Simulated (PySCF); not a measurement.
Gas-phase reaction: 2 Si2N = N2 + 4 Si

Method: PySCF energies (xtb for GFN2) plus ideal-gas RRHO corrections (1 bar). 'Table' is the NASA 1993 thermochemical table (part measured, part estimated). After a fit of one offset per element over all species, the range-separated, M06-2X, PBE0/def2-QZVP and CCSD(T)/def2-TZVPP enthalpies, where run, lie to one side of the table for Si2N (-17 kJ/mol): a fault of the table's entry, another state or a shared error of the levels is possible; this was not checked at source. † marks an energy on the PBE0/def2-TZVP geometry and frequencies; other levels use their own. 6-31G* has spherical d functions here. Open shells (unrestricted): Si2N (multiplicity 2, electronic degeneracy 4), Si (multiplicity 3, electronic degeneracy 9); the rest are closed-shell singlets. GFN2 has no spin-polarisation term. Spin-orbit splitting is ignored; it lowers the true energy and changes the entropy of Si2N, Si. B3LYP is the form with VWN-RPA correlation. For this reaction the table lies outside the span of B3LYP, M06-2X, PBE0, r2SCAN, ωB97M-V, ωB97X-V in their largest bases here; which side is off was not settled. The harmonic model lacks anharmonicity and excited electronic states, which grow with temperature; levels with a mode under 35 cm⁻¹ are left out. The table's entry may be an old estimate for Si2N (not checked at source).

| level | ΔH°(298 K), kJ | minus table | ΔG°(600 K), kJ |
|---|---|---|---|
| table | 1005.0 | - | 793.5 |
| B3LYP/6-31G* | 997.5 | -7.5 | 784.5 |
| B3LYP/def2-TZVP† | 1036.3 | 31.3 | 827.2 |
| BLYP/def2-TZVP† | 1056.9 | 51.9 | 847.8 |
| GFN2-xTB | 1375.6 | 370.6 | 1172.9 |
| PBE/def2-SVP | 1052.2 | 47.2 | 842.6 |
| PBE0/def2-SVP† | 993.2 | -11.8 | 784.1 |
| PBE0/def2-TZVP | 1020.8 | 15.8 | 811.7 |
| r2SCAN/def2-TZVP† | 1061.9 | 56.9 | 852.8 |
| LDA/def2-TZVP† | 1262.8 | 257.8 | 1053.7 |
| ωB97X-V/def2-TZVP† | 1018.5 | 13.5 | 809.3 |
